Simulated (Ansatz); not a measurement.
The cluster Mg3H4, relaxed as a singlet with RKS r2SCAN-D4/def2-TZVP in Ansatz, starting from the GFN1-xTB geometry. Force threshold 0.02 eV/Å.

The restricted singlet is unstable towards broken spin symmetry in Hartree–Fock (as tested in another run); at r2SCAN-D4/def2-TZVP this wasn't settled. Another isomer (singlet) lies 0.37 eV lower at PBE0-D4/def2-TZVP; other spin states weren't run for this one.

Start:

Cartesian coordinates in Å:
```
Mg -0.384 1.547 0.941
Mg 0.843 -1.498 -0.627
Mg -1.542 -0.073 -1.016
H 0.108 -2.448 0.416
H -1.517 2.625 1.176
H 0.973 0.645 0.994
H 1.518 -0.799 -1.884
```

```
         step  energy (eV)  largest force component (eV/Å)  SCF passes
            1  -16393.2202                           1.491          15
            2  -16393.8777                           0.830          18
            3  -16394.1208                           0.533          18
            4  -16394.2183                           0.338          18
            5  -16394.2609                           0.245          18
            6  -16394.2851                           0.227          18
            7  -16394.3406                           0.281          18
            8  -16394.4377                           0.285          19
            9  -16394.5780                           0.275          20
           10  -16394.7004                           0.171          19
11 (rejected)  -16394.6979                           0.211          19
           12  -16394.7175                           0.042          19
           13  -16394.7177                           0.051          20
           14  -16394.7185                           0.032          21
           15  -16394.7198                           0.025          20
           16  -16394.7205                           0.031          20
           17  -16394.7209                           0.022          20
           18  -16394.7210                           0.015          14
```

Force components are those of the run's own axes.

End:

```xyz
7

Mg   -0.707    1.401    0.673
Mg    1.268   -1.070   -0.087
Mg   -1.078   -0.783   -1.241
H    -0.226   -2.105    0.029
H    -1.072    2.825    1.567
H     0.963    0.413    0.877
H     0.853   -0.682   -1.818
```

Bonds formed: Mg2–H6, Mg3–H4, Mg3–H7 (atoms count from 1).

No frequencies were taken in this run, so the end may be a saddle point.

Run time 20 s (4 threads of Arm Neoverse V2 on a shared host).
